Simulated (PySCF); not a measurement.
Gas-phase reaction: Si(NH2)4 → 2 N + SiH4 + 2 NH2

Computed with PySCF (xtb for GFN2) and rigid-rotor harmonic-oscillator thermochemistry at 1 bar. † marks an energy on the PBE0/def2-TZVP geometry and frequencies; other levels use their own. CCSD(T) freezes the core. Open shells (unrestricted): N (multiplicity 4), NH2 (multiplicity 2); the rest are closed-shell singlets. GFN2 has no spin-polarisation term. Si(NH2)4: computed as isolated molecules; such fragments, hydroxides, amides, oligomers or adducts are transient or little studied in the gas. CCSD(T) isn't extrapolated to the basis-set limit. The harmonic model lacks anharmonicity and excited electronic states, which grow with temperature; levels with a mode under 35 cm⁻¹ are left out. Internal rotation in Si(NH2)4 is treated as a harmonic vibration of one conformer, which makes the entropy rough.

ΔH° and ΔS° at 298 K: CCSD(T)/def2-SVP† 1488 kJ, 565 J/K; GFN2-xTB 2418 kJ, 547 J/K; HF/def2-TZVP† 997 kJ, 565 J/K.

Q: With the heat capacities included, give log10 K (1 bar) at 500, 600, 1000, 1800, 2000 K from CCSD(T)/def2-SVP†, GFN2-xTB, HF/def2-TZVP†.

A: 
| T (K) | CCSD(T)/def2-SVP† | GFN2-xTB | HF/def2-TZVP† |
|---|---|---|---|
| 500 | -126.0 | -224.0 | -74.6 |
| 600 | -100.1 | -181.9 | -57.3 |
| 1000 | -48.4 | -97.8 | -22.7 |
| 1800 | -14.2 | -42.0 | 0.1 |
| 2000 | -10.0 | -35.1 | 2.9 |
